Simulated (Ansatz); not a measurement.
C2H5NO2 (`NC(=O)CO`): measurement beside calculation (Ansatz, PBE0-D4/def2-TZVP geometry).

Z-matrix (Å, degrees):
```
C
O 1 1.411
C 1 1.521 2 114.8
H 1 1.094 2 112.8 3 -123.5
H 1 1.093 2 107.4 3 118.7
H 2 0.960 1 108.6 3 86.2
O 3 1.213 1 120.8 2 -171.6
N 3 1.349 1 114.6 2 8.8
H 8 1.005 3 118.9 1 174.3
H 8 1.005 3 119.4 1 6.7
```

Measured: 10454.26296 ± 0.00048 MHz (A, syn conformer, ground vibrational state, microwave and millimetre-wave rotational spectroscopy); 4041.15605 ± 0.00024 MHz (B, syn conformer, ground vibrational state, microwave and millimetre-wave rotational spectroscopy); 2972.0726 ± 0.0002 MHz (C, syn conformer, ground vibrational state, microwave and millimetre-wave rotational spectroscopy). Source: Interstellar glycolamide: A comprehensive rotational study and an astronomical search in Sgr B2(N), 2020 (arxiv:2006.13634).

```csv
constant,measured (MHz),computed (MHz),error (%)
A,10454,9866,-5.6
B,4041,4092,1.3
C,2972,2985,0.4
```

Computed constants are equilibrium values for the main isotopes; measured ground-state ones include zero-point motion, which usually lowers them by up to about 1 %.
